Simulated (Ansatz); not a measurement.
**Two structures, one formula**

Two relaxed structures of CH3OS (charge -1), closed shell (PBE0-D4/def2-TZVPD; forces vanish, vibrations not checked).

A:

C1  (-0.576, 0.211, -0.013)
S2  (-0.179, -1.120, 0.862)
O3  (1.612, -1.127, 1.451)
H4  (-0.810, 1.157, 0.479)
H5  (2.076, -1.410, 0.657)
H6  (-0.335, 0.280, -1.075)
(Å)

B:

```
6
angstrom
C -0.2947 0.3554 -0.2833
S 0.0228 -1.2907 0.4019
O 1.3777 -1.1440 1.1687
H -0.3753 1.1052 0.5149
H 0.5104 0.6600 -0.9650
H -1.2409 0.3141 -0.8372
```

Ansatz 0.2.0; basis: def2-TZVPPD; cores frozen in the correlated methods. B3LYP uses VWN-RPA correlation.

(1) Which structure is lower at CCSD(T), and by how much? (To be estimated.)

The T1 diagnostic stays at or below 0.018. The highest PBE0 orbital of the anion lies well above zero, so the extra electron may be unbound in the gas phase.

Results:

(1) By the calculation: B, by 48.9 kJ/mol (electronic energy, against the other). By their contacts, A is CH₃OS ([CH2][S][OH]), total charge -1 and B is CH₃OS ([CH3][S][O]), total charge -1.

All methods give the same order:

```csv
method,E(B) − E(A) (kJ/mol)
PBE-D4,-40.2
r2SCAN-D4,-48.1
PBE0-D4,-53.2
B3LYP-D4,-48.7
wB97M-V,-53.4
HF,-88.9
MP2,-44.2
CCSD,-57.3
CCSD(T),-48.9
```

Labels in which every atom is bracketed show which atoms are joined, not bond orders.

For scale, one of the runs: CCSD(T)/def2-TZVPPD, 179 basis functions, launched by `ansatz run in.yaml --threads 2 --pin off --events-out ev --progress --plain --max-ram 4352MiB`. The run took 36 s on 2 CPU threads of an Arm Neoverse V2 (shared host), with 1.7 GiB of host memory at its peak.
